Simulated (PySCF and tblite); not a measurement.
formaldoxime, CH3NO, numbered as in [CH2:1]=[N:2][OH:3].

Free energies: PBE0-D3(BJ)/def2-TZVP on PBE0-D3(BJ)/def2-SVP structures plus GFN2-xTB thermal terms, symmetry and mirror images included. Conformers within 3 kcal/mol (GFN2-xTB free energy) were kept, 8 at most. GIAO shieldings: KT3/pcSseg-2. Shifts are against TMS (¹H), TMS (¹³C), NH3 (¹⁵N) at the same level. Run with PySCF (density fitting) and tblite.

Torsions listed: C1–N2–O3–H3.

```csv
conformer,shape,weight %,dipole D
1,180°,100.0,0.12
```

(1) How does the computed dipole moment compare with the measured one in the gas phase?

Answers

(1) Computed: 0.12 D in the leading conformer, 0.12 D as root mean square over the ensemble. Measured: 0.44 D (NIST CCCBDB Release 22 (SRD 101), experimental dipoles).


¹⁵N shifts are against a computed isolated NH3 molecule, about 20 ppm from the liquid.